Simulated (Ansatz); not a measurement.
# H4OSi: the cost of one run

Program: Ansatz 0.2.0. Level of theory: RKS B3LYP-D4/def2-SVP. These are calculated values, not measurements.

## Step 1: The system as given

Bond lengths: Si1–O2 1.680 Å, O2–H3 1.010 Å, Si1–H4 1.460 Å, Si1–H5 1.459 Å, Si1–H6 1.459 Å. Angles: Si1–O2–H3 109.5°, O2–Si1–H4 109.5°, O2–Si1–H5 109.5°, O2–Si1–H6 109.5°, H4–Si1–H5 109.5°, H4–Si1–H6 109.5°, H5–Si1–H6 109.5°.

Structure file:

```xyz
6

Si    0.0000    0.0000    0.0000
O     0.0000    0.0000    1.6800
H    -0.9095   -0.2814    2.0171
H     1.3768    0.0000   -0.4862
H    -0.6877    1.1914   -0.4862
H    -0.6877   -1.1914   -0.4862
```

## Step 2: Relaxing the start

input.yaml

```yaml
crystal:
  periodic: [false, false, false]
  atoms:
    - { symbol: Si, position_ang: [0.0, 0.0, 0.0] }
    - { symbol: O, position_ang: [0.0, 0.0, 1.68] }
    - { symbol: H, position_ang: [-0.9095, -0.2814, 2.0171] }
    - { symbol: H, position_ang: [1.3768, 0.0, -0.4862] }
    - { symbol: H, position_ang: [-0.6877, 1.1914, -0.4862] }
    - { symbol: H, position_ang: [-0.6877, -1.1914, -0.4862] }
basis:
  gaussian: { orbitals: def2-SVP }
hamiltonian:
  xc: b3lyp
  dispersion: d4
relax:
  f_tol: 0.02
  max_steps: 40
```

The run is started by

```sh
ansatz run input.yaml --threads 1 --pin off --max-ram 2048MiB --backend cpu --events-out ev --progress --plain --runs-dir out
```

What time and memory should one allow on 1 thread of Arm Neoverse V2, shared host?

About 6.3 s, with a peak of 0.1 GiB.
